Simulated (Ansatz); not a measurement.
BCl2H (BHCl₂) was relaxed with r2SCAN-D4 (def2-TZVP) in Ansatz in these states: charge +1 doublet, neutral singlet. The geometries follow in no particular order.

A:

| atom | x (Å) | y (Å) | z (Å) |
| --- | --- | --- | --- |
| B1 | -0.027 | 0.005 | 0.064 |
| Cl2 | -1.496 | -0.800 | 0.059 |
| Cl3 | 1.071 | 0.857 | 1.001 |
| H4 | 0.452 | -0.062 | -1.124 |

B:

```xyz
4

B    -0.091    0.096   -0.017
Cl   -0.333   -1.455   -0.763
Cl    1.323    0.408    0.945
H    -0.899    0.951   -0.166
```

**Question.** Judge from the bond lengths which geometry belongs to which state (an estimate).

**Answer.** A is the charge +1 doublet (B1–H4 1.283 Å, B1–Cl3 1.675 Å, B1–Cl2 1.675 Å); B is the neutral singlet (B1–H4 1.186 Å, B1–Cl3 1.739 Å, B1–Cl2 1.739 Å).
